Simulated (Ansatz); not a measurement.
Bulk modulus (GPa) of 44 elemental metals, computed with PBE (Ansatz, a program for electronic structure, plane waves, PAW) and with PBEsol (plane waves, PAW; Ansatz). The set holds measured phases with no doubt noted on the run or the magnetic state but for the caveats below. Solids without a value at one level (not run, failed, or a magnetic order lost), or held back for tests, aren't counted.

Every twentieth of the way through the set, in order of the shift (worked out from unrounded values):

```tsv
solid	PBE	PBEsol	shift (%)
bcc Li	13.9	13.7	-1.5
bcc Na	7.77	7.88	+1.4
hcp Mg	36.0	37.3	+3.6
bcc K	3.58	3.72	+3.8
bcc Ba	8.70	9.16	+5.3
bcc Rb	2.78	2.95	+5.8
fcc Al	76.9	81.5	+6.0
hcp Ti	112	119	+6.7
fcc Sr	11.6	12.4	+6.9
hcp Re	364	391	+7.3
bcc Mo	259	280	+8.0
hcp Os	397	431	+8.7
fcc Ir	347	386	+11.2
hcp Co	215	242	+12.4
fcc Rh	257	295	+15.0
fcc Ni	197	229	+15.9
fcc Cu	141	168	+19.3
α-phase Ga	48.4	60.6	+25
body-centred tetragonal In	35.5	44.9	+26
hcp Zn	62.5	81.8	+31
hcp Cd	38.4	54.4	+42
```

The shift from PBE to PBEsol has a median of +7.9 %, and eight in ten lie between +3.7 % and +26 %; PBEsol is the larger in 43 of 44. Each level is at its own cell, so the shift holds the change of volume too.

Ansatz's runs of these crystals have no spin polarisation, but for bcc Fe, hcp Co, fcc Ni.

Density-functional runs with spin start from parallel moments for bcc Fe, parallel moments for hcp Co, parallel moments for fcc Ni.

Spin–orbit coupling is left out, also for the solids with elements from indium on (bcc Ta, body-centred tetragonal In, fcc Pt, hcp Os, bcc Ba, white tin (β-Sn), double-hcp La, bcc W, hcp Tl, fcc Ir and 6 more); its size isn't shown.

Each level is taken at its own relaxed cell. Caveats: the cell is over a tenth larger than the published one (another phase or state, or a fault of the published cell, is possible) (PBE: hcp Tl). Ansatz's density-functional and Hartree–Fock values are scalar-relativistic unless marked +SOC, with PAW data made under PBE.
